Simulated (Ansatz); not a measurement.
# B3LYP/6-31G(d) (spherical functions) run of C2H4Si (ethynylsilane)

What is the vertical ionisation energy of C2H4Si (ethynylsilane) at B3LYP/6-31G* (spherical functions)? 

The calculation is run with Ansatz 0.2.0.

49 further runs of the same task are left out: 7 that didn't finish, 42 set aside as unsound or not needed.

**1. The system as given**

C2H4Si has 7 atoms, charge 0, and is taken as a singlet. As SMILES, `C#C[SiH3]`. The coordinates come from a PBE0-D4/def2-TZVP relaxation.

Bond lengths: C1–C2 1.206 Å, C2–Si3 1.823 Å, C1–H4 1.066 Å, Si3–H5 1.483 Å, Si3–H6 1.483 Å, Si3–H7 1.483 Å. Angles: C1–C2–Si3 180.0°, C2–C1–H4 180.0°, C2–Si3–H5 109.3°, C2–Si3–H6 109.3°, C2–Si3–H7 109.3°, H5–Si3–H6 109.6°, H5–Si3–H7 109.6°, H6–Si3–H7 109.6°.

**2. The energy at B3LYP/6-31G(d) (spherical functions)**

Input file in.yaml:

```yaml
crystal:
  periodic: [false, false, false]
  atoms:
    - {symbol: C, position_ang: [-0.580700, -1.871400, 0.172200]}
    - {symbol: C, position_ang: [-0.218500, -0.726500, 0.062400]}
    - {symbol: Si, position_ang: [0.329800, 1.004300, -0.103800]}
    - {symbol: H, position_ang: [-0.901000, -2.883500, 0.269300]}
    - {symbol: H, position_ang: [-0.094500, 1.528300, -1.425000]}
    - {symbol: H, position_ang: [-0.281700, 1.818100, 0.974900]}
    - {symbol: H, position_ang: [1.807900, 1.062900, 0.004400]}
basis:
  gaussian: {orbitals: 6-31G_st_-spherical.json}
hamiltonian: {xc: {name: B3LYP}}
accuracy: high
output: {orbitals: {seedname: orbitals}}
```

The basis set 6-31G* is read from a file made from the Basis Set Exchange's data (not shown).

Run with:

```console
$ ansatz run in.yaml --threads 1 --pin off --max-ram 3480MiB --events-out events.jsonl --progress --plain --runs-dir runs
```

Output:

```text
Warning: RAYON_NUM_THREADS=1 ignored (pool sized by the plan → 1); use --threads N
Functional definition: B3LYP
  name "B3LYP"
  parameter a0 = 0.2
  parameter ax = 0.72
  parameter ac = 0.81
  exchange = (1 - a0 - ax)*slater_x + ax*b88_x + a0*exact_x
  correlation = (1 - ac)*vwn_rpa_c + ac*lyp_c
1180 factors; integrals over basis functions are off by at most 3.1e-9 eV
mean field evaluation 1: about -10011.4136 eV, gradient 3.5e1 eV
mean field evaluation 2: about -10010.8462 eV, gradient 3.7e1 eV
mean field evaluation 4: about -10014.7231 eV, gradient 3.9e0 eV
mean field evaluation 8: about -10014.7585 eV, gradient 5.0e-2 eV
mean field evaluation 16: about -10014.7585 eV, gradient 2.2e-7 eV
mean field -10014.75847369 eV, -368.0355856611 hartree, gradient 9.3e-9 eV, S^2 0.000000; 0 other end points of the search recorded, 0 dependent functions left out
reference -10014.75851085 eV, -368.0355870264 hartree; 15, 15 occupied and 39, 39 virtual orbitals, 1180 factors
Total energy: -10014.75851085 eV, -368.0355870264 hartree
```

It took 3.3 s on 1 thread of Arm Neoverse V1, shared host; peak memory 0.14 GiB.

**3. The doublet cation at the same level**

Input file input.yaml:

```yaml
crystal:
  periodic: [false, false, false]
  atoms:
    - {symbol: C, position_ang: [-0.580700, -1.871400, 0.172200]}
    - {symbol: C, position_ang: [-0.218500, -0.726500, 0.062400]}
    - {symbol: Si, position_ang: [0.329800, 1.004300, -0.103800]}
    - {symbol: H, position_ang: [-0.901000, -2.883500, 0.269300]}
    - {symbol: H, position_ang: [-0.094500, 1.528300, -1.425000]}
    - {symbol: H, position_ang: [-0.281700, 1.818100, 0.974900]}
    - {symbol: H, position_ang: [1.807900, 1.062900, 0.004400]}
basis:
  gaussian:
    orbitals: 6-31G_st_-spherical.json
total_charge: 1
magnetization:
  spin_polarized: true
  initial_magnetization: 1
hamiltonian:
  xc: {name: B3LYP}
accuracy: high
output:
  orbitals: {seedname: orbitals}
```

The basis set 6-31G* is read from a file made from the Basis Set Exchange's data (not shown).

Run with:

```console
$ ansatz run input.yaml --threads 1 --pin off --max-ram 3480MiB --events-out events.jsonl --progress --plain --runs-dir runs
```

Output (excerpt; [...] marks lines left out):

```text
Warning: RAYON_NUM_THREADS=1 ignored (pool sized by the plan → 1); use --threads N
[... 2 set-up lines as earlier in the session ...]
[...]
1179 factors; integrals over basis functions are off by at most 3.1e-9 eV
[...]
mean field -10004.33778002 eV, -367.6526322320 hartree, gradient 1.8e-8 eV, S^2 0.754214; 8 other end points of the search recorded, 0 dependent functions left out
reference -10004.33781581 eV, -367.6526335471 hartree; 15, 14 occupied and 39, 40 virtual orbitals, 1179 factors
Total energy: -10004.33781581 eV, -367.6526335471 hartree
```

Wall time 49 s (1 thread of Arm Neoverse V1, shared host); peak memory 0.21 GiB.

**4. What came out**

At B3LYP/6-31G* (spherical functions):

```
                                          quantity          value
                      singlet C2H4Si: total energy  -368.03559 Eh
                       singlet C2H4Si: HOMO energy       -7.71 eV
                       singlet C2H4Si: LUMO energy        0.24 eV
                     singlet C2H4Si: HOMO–LUMO gap        7.95 eV
                      doublet cation: total energy  -367.65263 Eh
doublet cation: HOMO energy (highest over α and β)      -14.76 eV
 doublet cation: LUMO energy (lowest over α and β)      -13.05 eV
                              doublet cation: ⟨S²⟩          0.754
vertical ionisation energy (to the doublet cation)      10.421 eV
```

**Reading.** Removing an electron at fixed nuclei costs 10.42 eV (240 kcal/mol). −ε(HOMO) before ionisation, 7.71 eV, is 2.71 eV below this ionisation energy.
